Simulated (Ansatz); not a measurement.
SiH₅ClO (SMILES O.[SiH3]Cl), singlet: a trajectory.

in.yaml

```yaml
crystal:
  periodic: [false, false, false]
  atoms:
    - {symbol: O, position_ang: [-0.047048, -0.026545, -1.956646]}
    - {symbol: H, position_ang: [-0.897203, -0.367087, -1.663185]}
    - {symbol: H, position_ang: [-0.236980, 0.843556, -2.314872]}
    - {symbol: Si, position_ang: [0.374183, -0.057889, 1.187647]}
    - {symbol: Cl, position_ang: [-1.618310, -0.540930, 0.902613]}
    - {symbol: H, position_ang: [0.611326, 1.308284, 0.676586]}
    - {symbol: H, position_ang: [1.215242, -1.066995, 0.514826]}
    - {symbol: H, position_ang: [0.598690, -0.092495, 2.652933]}
basis:
  gaussian: {orbitals: def2-SVP}
hamiltonian: {xc: pbe, dispersion: d4}
md: {n_steps: 80, timestep: 0.75, temperature: 700, ensemble: nve, seed: 142, initial_velocities: maxwell_boltzmann}
```

Command:

```bash
ansatz run in.yaml --threads 4 --pin off --events-out ev --progress --plain --max-ram 9574MiB
```

The run's output (Ansatz 0.2.0):

```
Functional definition: PBE
  name "PBE"
  cite "Perdew, Burke & Ernzerhof, Phys. Rev. Lett. 77, 3865 (1996) doi:10.1103/PhysRevLett.77.3865"
  parent pbe
  parameter kappa = 0.804
  parameter beta = 0.06672455060314922
  exchange = pbe_x(kappa = kappa, mu = beta*pi^2/3)
  correlation = pbe_c(beta = beta)
824 factors; their error is unknown
mean field evaluation 1: about -22504.9692 eV, gradient 5.2e1 eV
mean field evaluation 2: about -22486.3974 eV, gradient 1.1e2 eV
mean field evaluation 4: about -22509.8929 eV, gradient 2.7e0 eV
mean field evaluation 8: about -22509.9131 eV, gradient 7.0e-2 eV
mean field evaluation 16: about -22509.8616 eV, gradient 4.0e-5 eV
mean field -22509.86159362 eV, -827.2221558333 hartree, gradient 4.0e-5 eV, S^2 0.000000; 0 other end points of the search recorded, 0 dependent functions left out
the calculation of the forces begins
reference -22509.86162464 eV, -827.2221569733 hartree; 22, 22 occupied and 53, 53 virtual orbitals, 824 factors
md step     0: t =     0.00 fs  T =   700.0 K  F+E_penalty+E_count = -22509.98758948 eV  E_kin = 0.542892 eV  conserved = -22509.44469749 eV  (24 SCF iters)
md step     1: t =     0.75 fs  T =   629.8 K  F+E_penalty+E_count = -22509.92855122 eV  E_kin = 0.488419 eV  conserved = -22509.44013205 eV  (27 SCF iters, 3 dispersion substeps)
md step     2: t =     1.50 fs  T =   467.8 K  F+E_penalty+E_count = -22509.79558675 eV  E_kin = 0.362831 eV  conserved = -22509.43275607 eV  (27 SCF iters, 3 dispersion substeps)
md step     3: t =     2.25 fs  T =   341.4 K  F+E_penalty+E_count = -22509.69514034 eV  E_kin = 0.264767 eV  conserved = -22509.43037334 eV  (28 SCF iters, 3 dispersion substeps)
md step     4: t =     3.00 fs  T =   301.3 K  F+E_penalty+E_count = -22509.66590684 eV  E_kin = 0.233676 eV  conserved = -22509.43223078 eV  (27 SCF iters, 3 dispersion substeps)
md step     5: t =     3.75 fs  T =   319.0 K  F+E_penalty+E_count = -22509.68167907 eV  E_kin = 0.247420 eV  conserved = -22509.43425922 eV  (27 SCF iters, 3 dispersion substeps)
md step     6: t =     4.50 fs  T =   350.7 K  F+E_penalty+E_count = -22509.70784801 eV  E_kin = 0.272012 eV  conserved = -22509.43583566 eV  (27 SCF iters, 3 dispersion substeps)
md step     7: t =     5.25 fs  T =   363.4 K  F+E_penalty+E_count = -22509.71854979 eV  E_kin = 0.281871 eV  conserved = -22509.43667906 eV  (27 SCF iters, 3 dispersion substeps)
md step     8: t =     6.00 fs  T =   348.8 K  F+E_penalty+E_count = -22509.70527310 eV  E_kin = 0.270544 eV  conserved = -22509.43472904 eV  (27 SCF iters, 3 dispersion substeps)
md step     9: t =     6.75 fs  T =   348.5 K  F+E_penalty+E_count = -22509.70145227 eV  E_kin = 0.270253 eV  conserved = -22509.43119972 eV  (27 SCF iters, 3 dispersion substeps)
md step    10: t =     7.50 fs  T =   415.6 K  F+E_penalty+E_count = -22509.75547562 eV  E_kin = 0.322314 eV  conserved = -22509.43316156 eV  (27 SCF iters, 3 dispersion substeps)
md step    11: t =     8.25 fs  T =   511.3 K  F+E_penalty+E_count = -22509.83663838 eV  E_kin = 0.396570 eV  conserved = -22509.44006864 eV  (27 SCF iters, 3 dispersion substeps)
md step    12: t =     9.00 fs  T =   522.7 K  F+E_penalty+E_count = -22509.84757481 eV  E_kin = 0.405382 eV  conserved = -22509.44219308 eV  (26 SCF iters, 3 dispersion substeps)
md step    13: t =     9.75 fs  T =   413.1 K  F+E_penalty+E_count = -22509.75739962 eV  E_kin = 0.320398 eV  conserved = -22509.43700199 eV  (28 SCF iters, 3 dispersion substeps)
md step    14: t =    10.50 fs  T =   269.2 K  F+E_penalty+E_count = -22509.64037067 eV  E_kin = 0.208784 eV  conserved = -22509.43158661 eV  (27 SCF iters, 3 dispersion substeps)
md step    15: t =    11.25 fs  T =   189.1 K  F+E_penalty+E_count = -22509.57765096 eV  E_kin = 0.146667 eV  conserved = -22509.43098417 eV  (27 SCF iters, 3 dispersion substeps)
md step    16: t =    12.00 fs  T =   194.8 K  F+E_penalty+E_count = -22509.58341978 eV  E_kin = 0.151095 eV  conserved = -22509.43232525 eV  (27 SCF iters, 3 dispersion substeps)
md step    17: t =    12.75 fs  T =   261.6 K  F+E_penalty+E_count = -22509.63658936 eV  E_kin = 0.202895 eV  conserved = -22509.43369452 eV  (25 SCF iters, 3 dispersion substeps)
[...]
md step    47: t =    35.25 fs  T =   337.4 K  F+E_penalty+E_count = -22509.70095528 eV  E_kin = 0.261694 eV  conserved = -22509.43926098 eV  (27 SCF iters, 3 dispersion substeps)
md step    48: t =    36.00 fs  T =   338.2 K  F+E_penalty+E_count = -22509.69985516 eV  E_kin = 0.262315 eV  conserved = -22509.43753971 eV  (27 SCF iters, 3 dispersion substeps)
md step    49: t =    36.75 fs  T =   306.7 K  F+E_penalty+E_count = -22509.66970353 eV  E_kin = 0.237884 eV  conserved = -22509.43181959 eV  (27 SCF iters, 3 dispersion substeps)
md step    50: t =    37.50 fs  T =   330.9 K  F+E_penalty+E_count = -22509.68862665 eV  E_kin = 0.256631 eV  conserved = -22509.43199604 eV  (27 SCF iters, 3 dispersion substeps)
md step    51: t =    38.25 fs  T =   410.2 K  F+E_penalty+E_count = -22509.75492964 eV  E_kin = 0.318108 eV  conserved = -22509.43682194 eV  (27 SCF iters, 3 dispersion substeps)
md step    52: t =    39.00 fs  T =   463.8 K  F+E_penalty+E_count = -22509.79869454 eV  E_kin = 0.359742 eV  conserved = -22509.43895290 eV  (27 SCF iters, 3 dispersion substeps)
md step    53: t =    39.75 fs  T =   443.4 K  F+E_penalty+E_count = -22509.78201812 eV  E_kin = 0.343881 eV  conserved = -22509.43813730 eV  (27 SCF iters, 3 dispersion substeps)
md step    54: t =    40.50 fs  T =   358.1 K  F+E_penalty+E_count = -22509.71404584 eV  E_kin = 0.277703 eV  conserved = -22509.43634275 eV  (27 SCF iters, 3 dispersion substeps)
md step    55: t =    41.25 fs  T =   247.9 K  F+E_penalty+E_count = -22509.62568050 eV  E_kin = 0.192236 eV  conserved = -22509.43344500 eV  (26 SCF iters, 3 dispersion substeps)
md step    56: t =    42.00 fs  T =   175.5 K  F+E_penalty+E_count = -22509.56599704 eV  E_kin = 0.136133 eV  conserved = -22509.42986432 eV  (27 SCF iters, 3 dispersion substeps)
md step    57: t =    42.75 fs  T =   205.2 K  F+E_penalty+E_count = -22509.58879074 eV  E_kin = 0.159114 eV  conserved = -22509.42967719 eV  (27 SCF iters, 3 dispersion substeps)
md step    58: t =    43.50 fs  T =   333.0 K  F+E_penalty+E_count = -22509.69383965 eV  E_kin = 0.258263 eV  conserved = -22509.43557676 eV  (27 SCF iters, 3 dispersion substeps)
md step    59: t =    44.25 fs  T =   458.0 K  F+E_penalty+E_count = -22509.79660680 eV  E_kin = 0.355242 eV  conserved = -22509.44136494 eV  (26 SCF iters, 3 dispersion substeps)
md step    60: t =    45.00 fs  T =   489.5 K  F+E_penalty+E_count = -22509.81870917 eV  E_kin = 0.379636 eV  conserved = -22509.43907351 eV  (26 SCF iters, 3 dispersion substeps)
md step    61: t =    45.75 fs  T =   463.6 K  F+E_penalty+E_count = -22509.79310770 eV  E_kin = 0.359536 eV  conserved = -22509.43357189 eV  (26 SCF iters, 3 dispersion substeps)
md step    62: t =    46.50 fs  T =   461.9 K  F+E_penalty+E_count = -22509.79333760 eV  E_kin = 0.358229 eV  conserved = -22509.43510880 eV  (26 SCF iters, 3 dispersion substeps)
md step    63: t =    47.25 fs  T =   467.5 K  F+E_penalty+E_count = -22509.80100548 eV  E_kin = 0.362607 eV  conserved = -22509.43839879 eV  (27 SCF iters, 3 dispersion substeps)
md step    64: t =    48.00 fs  T =   425.8 K  F+E_penalty+E_count = -22509.76722741 eV  E_kin = 0.330210 eV  conserved = -22509.43701749 eV  (27 SCF iters, 3 dispersion substeps)
md step    65: t =    48.75 fs  T =   347.9 K  F+E_penalty+E_count = -22509.70383061 eV  E_kin = 0.269853 eV  conserved = -22509.43397771 eV  (27 SCF iters, 3 dispersion substeps)
md step    66: t =    49.50 fs  T =   283.7 K  F+E_penalty+E_count = -22509.65237473 eV  E_kin = 0.220003 eV  conserved = -22509.43237169 eV  (27 SCF iters, 3 dispersion substeps)
md step    67: t =    50.25 fs  T =   267.0 K  F+E_penalty+E_count = -22509.63892695 eV  E_kin = 0.207037 eV  conserved = -22509.43189001 eV  (27 SCF iters, 3 dispersion substeps)
md step    68: t =    51.00 fs  T =   310.6 K  F+E_penalty+E_count = -22509.67284223 eV  E_kin = 0.240905 eV  conserved = -22509.43193733 eV  (27 SCF iters, 3 dispersion substeps)
md step    69: t =    51.75 fs  T =   409.1 K  F+E_penalty+E_count = -22509.75130307 eV  E_kin = 0.317243 eV  conserved = -22509.43405968 eV  (27 SCF iters, 3 dispersion substeps)
md step    70: t =    52.50 fs  T =   516.4 K  F+E_penalty+E_count = -22509.83922720 eV  E_kin = 0.400521 eV  conserved = -22509.43870592 eV  (27 SCF iters, 3 dispersion substeps)
md step    71: t =    53.25 fs  T =   552.6 K  F+E_penalty+E_count = -22509.86975436 eV  E_kin = 0.428577 eV  conserved = -22509.44117697 eV  (27 SCF iters, 3 dispersion substeps)
md step    72: t =    54.00 fs  T =   486.3 K  F+E_penalty+E_count = -22509.81388870 eV  E_kin = 0.377160 eV  conserved = -22509.43672911 eV  (27 SCF iters, 3 dispersion substeps)
md step    73: t =    54.75 fs  T =   397.0 K  F+E_penalty+E_count = -22509.73928656 eV  E_kin = 0.307927 eV  conserved = -22509.43135978 eV  (27 SCF iters, 3 dispersion substeps)
md step    74: t =    55.50 fs  T =   370.8 K  F+E_penalty+E_count = -22509.72152257 eV  E_kin = 0.287610 eV  conserved = -22509.43391208 eV  (27 SCF iters, 3 dispersion substeps)
md step    75: t =    56.25 fs  T =   376.4 K  F+E_penalty+E_count = -22509.72971661 eV  E_kin = 0.291937 eV  conserved = -22509.43777991 eV  (26 SCF iters, 3 dispersion substeps)
md step    76: t =    57.00 fs  T =   349.5 K  F+E_penalty+E_count = -22509.70745244 eV  E_kin = 0.271050 eV  conserved = -22509.43640273 eV  (27 SCF iters, 3 dispersion substeps)
md step    77: t =    57.75 fs  T =   301.6 K  F+E_penalty+E_count = -22509.66708633 eV  E_kin = 0.233879 eV  conserved = -22509.43320746 eV  (27 SCF iters, 3 dispersion substeps)
md step    78: t =    58.50 fs  T =   284.0 K  F+E_penalty+E_count = -22509.65231504 eV  E_kin = 0.220287 eV  conserved = -22509.43202818 eV  (27 SCF iters, 3 dispersion substeps)
md step    79: t =    59.25 fs  T =   321.8 K  F+E_penalty+E_count = -22509.68240727 eV  E_kin = 0.249580 eV  conserved = -22509.43282700 eV  (27 SCF iters, 3 dispersion substeps)
md step    80: t =    60.00 fs  T =   403.8 K  F+E_penalty+E_count = -22509.74750071 eV  E_kin = 0.313182 eV  conserved = -22509.43431823 eV  (26 SCF iters, 3 dispersion substeps)
Total energy: -22509.74753157 eV, -827.2179641304 hartree
Atom 0 at    -0.063632    -0.055076    -1.836279 Å, force    -0.532969     3.220734    -1.154809 eV/Å
Atom 1 at    -0.589872    -0.589551    -1.256301 Å, force    -1.121816    -0.952500     0.774734 eV/Å
Atom 2 at    -0.672053     0.793059    -1.933068 Å, force     1.557641    -2.248849     0.270442 eV/Å
Atom 3 at     0.395180    -0.054715     1.141184 Å, force    -0.519961     1.370084     0.912945 eV/Å
Atom 4 at    -1.626500    -0.525402     0.858868 Å, force    -0.140038    -0.038636    -0.294626 eV/Å
Atom 5 at     0.665681     1.437879     1.029887 Å, force    -0.212809    -0.342486    -0.211682 eV/Å
Atom 6 at     1.321070    -0.822564     0.376553 Å, force     0.739154    -0.862510    -0.836426 eV/Å
Atom 7 at     0.532487    -0.375232     2.571762 Å, force     0.230799    -0.145837     0.539422 eV/Å
Dipole moment:    -0.065331     0.144032     0.067288 e Å

[the SCF lines of later steps are left out]
```

The lines “mean field evaluation” count trial sets of orbitals through the whole run, from several starts and some on an approximate energy, so they need not fall steadily or lie above the final value.

The run took about 42 s on 4 CPU threads of an Arm Neoverse V1 (shared host).
